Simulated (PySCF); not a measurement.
**Vertical excitation energies**

Species: C4H7ClO.
Geometry (GFN2-xTB, Å), atoms numbered from 1 in this order:
```
atom  x, y, z in Å
Cl1    1.1745    0.6303    2.0798
C2     0.8358    0.5599    0.3291
C3    -0.6181    0.9289    0.0132
C4    -1.2266   -0.4226   -0.3817
O5    -0.1664   -1.1326   -0.9832
C6     0.9726   -0.8853   -0.1955
H7     1.5481    1.2399   -0.1373
H8    -1.1247    1.3834    0.8607
H9    -0.6476    1.6166   -0.8317
H10   -2.0326   -0.3455   -1.1099
H11   -1.5858   -0.9565    0.5098
H12    1.0133   -1.5854    0.6512
H13    1.8532   -1.0306   -0.8223
```

Computed, not measured: TDDFT PBE0/def2-SVPD, vertical, gas phase, core orbitals frozen in the response (PySCF).

| state | E (eV) | λ (nm) | f | \|μ\| (D) | main configurations (H = HOMO, L = LUMO) |
| --- | --- | --- | --- | --- | --- |
| S1 | 6.93 | 179.0 | 0.0057 | 0.47 | H→L (97%) |
| S2 | 7.19 | 172.3 | 0.0004 | 0.13 | H-1→L (86%), H-1→L+1 (9%) |
| S3 | 7.31 | 169.5 | 0.0045 | 0.40 | H→L+1 (66%), H-2→L (25%) |
| S4 | 7.34 | 168.9 | 0.0021 | 0.28 | H-2→L (58%), H→L+1 (29%), H-2→L+1 (10%) |
| S5 | 7.84 | 158.1 | 0.028 | 0.98 | H→L+2 (94%) |
| S6 | 7.92 | 156.5 | 0.028 | 0.97 | H-1→L+1 (86%), H-1→L (9%) |

Triplets, Tamm–Dancoff:

| state | E (eV) | λ (nm) | main configurations (H = HOMO, L = LUMO) |
| --- | --- | --- | --- |
| T1 | 6.54 | 189.6 | H-1→L (74%), H-1→L+1 (14%) |
| T2 | 6.63 | 187.1 | H-2→L (78%), H-2→L+1 (13%) |

The lowest singlet comes at 179 nm (668 kJ/mol) in the vacuum ultraviolet; it is weak; its leading configuration is HOMO→LUMO (97%). The largest oscillator strength of a single state is 0.028. Löwdin shares by element: HOMO oxygen 60%, carbon 18% or more, hydrogen 6% or more (atoms not listed hold the other 16%); LUMO chlorine 40%, carbon 34% or more (atoms not listed hold the other 27%). Weighted by f, the mean energy of these states is 7.75 eV. Of the 6 states listed, 2 reach f = 0.01 and 1 stays under 0.0005. The oscillator strengths of these states sum to 0.069; summed over the whole spectrum of an exact calculation they would give the number of electrons, 56 (Thomas–Reiche–Kuhn). Only the lowest 6 singlets were computed, as vertical energies without vibronic structure.

The run took 36 s wall on Arm Neoverse N1, one thread (shared host), and the process peaked at 0.75 GiB of memory.

One conformer stands for the species.
